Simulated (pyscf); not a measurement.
Single points on ωB97X-D3(BJ)/def2-SVP structures (PySCF, gas phase).

`[CH3][CH2][ZnH]` + `[SeH2]` -> `[CH3][CH3]` + `[ZnH][SeH]`
Surface: singlet. Broken: C–Zn, H–Se. Formed: C–H, Se–Zn. Give ΔE‡ and ΔE from ωB97M-D3(BJ)/def2-TZVP, relative to the separated reactants.

ΔE‡ = 16.1 kcal/mol, ΔE = -35.2 kcal/mol. Zero-point energy shifts the barrier by -0.1 kcal/mol. It is a four-centre exchange, with an imaginary mode of 1169i cm⁻¹. On the reactant side the descent ends in an adduct with a Se–Zn contact, 7.0 kcal/mol under the separated species and 19.5 kcal/mol under the saddle at ωB97X-D3(BJ)/def2-TZVP. What is counted as formed (Se–Zn) is already present as a longer contact in the reactant adduct; forming that adduct is a step of its own. At ωB97X-D3(BJ)/def2-TZVP the barrier from the zero used here is 12.4 kcal/mol. This is the saddle that the search found; another between the same sides may lie lower. Elements up to Kr have no core potential and no relativistic terms here.
